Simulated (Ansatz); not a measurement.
# C₂H₅NO: small, medium and large basis sets

The task here is to estimate one member of a computed series from the others.

Computed with Ansatz 0.2.0, Gaussian basis. Level: one geometry, several basis sets.

Plan: PBE0-D4/def2-SVP; ωB97M-V/def2-SVP; PBE0-D4/def2-QZVPP; ωB97M-V/def2-QZVPP; the functionals' def2-TZVPP values are taken from earlier runs.

## The geometry

An earlier PBE0-D4 in a triple-zeta def2 set relaxation fixed the geometry.

SMILES `C/N=C/O`, 9 atoms, charge 0, spin multiplicity 1.

Atoms are counted from 1 here; the program's logs count them from 0.

Bond lengths: C1–N2 1.439 Å, C1–H5 1.093 Å, C1–H6 1.099 Å, C1–H7 1.093 Å, N2–C3 1.254 Å, C3–O4 1.339 Å, C3–H8 1.094 Å, O4–H9 0.968 Å. Angles: N2–C1–H5 109.7°, N2–C1–H6 113.7°, N2–C1–H7 109.7°, H5–C1–H6 108.3°, H5–C1–H7 106.9°, H6–C1–H7 108.3°, C1–N2–C3 118.2°, N2–C3–O4 122.8°, N2–C3–H8 125.9°, O4–C3–H8 111.3°, C3–O4–H9 106.5°.

The first run:

Input file in.yaml:

```yaml
crystal:
  periodic: [false, false, false]
  atoms:
    - {symbol: C, position_ang: [0.584992, 0.933428, -0.729909]}
    - {symbol: N, position_ang: [0.220629, 0.223256, 0.467440]}
    - {symbol: C, position_ang: [-0.502053, -0.794938, 0.356166]}
    - {symbol: O, position_ang: [-0.895209, -1.523652, 1.408723]}
    - {symbol: H, position_ang: [1.673996, 0.966809, -0.820767]}
    - {symbol: H, position_ang: [0.174588, 0.489639, -1.648043]}
    - {symbol: H, position_ang: [0.238920, 1.968372, -0.663417]}
    - {symbol: H, position_ang: [-0.892018, -1.206847, -0.579788]}
    - {symbol: H, position_ang: [-0.515242, -1.102265, 2.192494]}
basis:
  gaussian: {orbitals: def2-SVP}
hamiltonian: {xc: pbe0, dispersion: d4}
output: {orbitals: {seedname: orbitals}}
```

Run with:

```sh
ansatz run in.yaml --threads 2 --pin off --events-out ev --progress --plain --max-ram 4352MiB
```

Among the steps run: PBE0-D4 in def2-SVP; ωB97M-V in def2-SVP; PBE0-D4 in def2-QZVPP; ωB97M-V in def2-QZVPP.

One table of the session follows, with a row left open; its other results are not shown here.

It belongs to the step «Density functionals: the series». 

| functional | basis | HOMO (eV) | LUMO (eV) |
| --- | --- | --- | --- |
| PBE0-D4 | def2-SVP | ? | ? |
| PBE0-D4 | def2-TZVPP | -7.62 | 0.56 |
| PBE0-D4 | def2-QZVPP | -7.66 | 0.43 |
| ωB97M-V | def2-SVP | -9.71 | 3.25 |
| ωB97M-V | def2-TZVPP | -9.90 | 2.78 |
| ωB97M-V | def2-QZVPP | -9.95 | 2.15 |

Estimate the missing values for PBE0-D4, def2-SVP.

**Answer.** HOMO (eV): -7.45; LUMO (eV): 0.90. In the column «HOMO (eV)» it is the highest.
